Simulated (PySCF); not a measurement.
Gas-phase reaction: C3H7 (n-propyl) + H ⇌ C3H8

Computed with PySCF and rigid-rotor harmonic-oscillator thermochemistry at 1 bar. The comparison is the NASA 1993 polynomial table, which mixes measured and estimated data. † marks an energy on the PBE0/def2-TZVP geometry and frequencies. MP2 and CCSD(T) freeze the core. Open shells (unrestricted): C3H7 (n-propyl) (multiplicity 2), H (multiplicity 2); the rest are closed-shell singlets. B3LYP is the form with VWN-RPA correlation. No R ln 2 is added for the mirror-image form of C3H7 (n-propyl). MP2 isn't extrapolated to the basis-set limit; its ΔH°(298 K) is -408.9 kJ in def2-SVP and -418.7 kJ in def2-TZVPP. CCSD(T) isn't extrapolated to the basis-set limit. The harmonic model lacks anharmonicity and excited electronic states, which grow with temperature; levels with a mode under 35 cm⁻¹ are left out. Internal rotation in C3H7 (n-propyl), C3H8 is treated as a harmonic vibration of one conformer, which makes the entropy rough. The table's entry may be an old estimate for C3H7 (n-propyl) (not checked at source).

```csv
level,"ΔH°(298 K), kJ",minus table,"ΔG°(1000 K), kJ"
table,-423.2,-,-281.6
B3LYP/def2-TZVP†,-412.5,10.7,-267.8
CCSD(T)/def2-SVP†,-412.4,10.8,-267.7
HF/def2-TZVP†,-313.9,109.3,-169.2
MP2/def2-TZVPP†,-418.7,4.5,-273.9
r2SCAN/def2-TZVP†,-399.7,23.5,-255.0
ωB97M-V/def2-TZVP†,-422.0,1.2,-277.2
ωB97X-V/def2-TZVP†,-420.7,2.5,-276.0
```
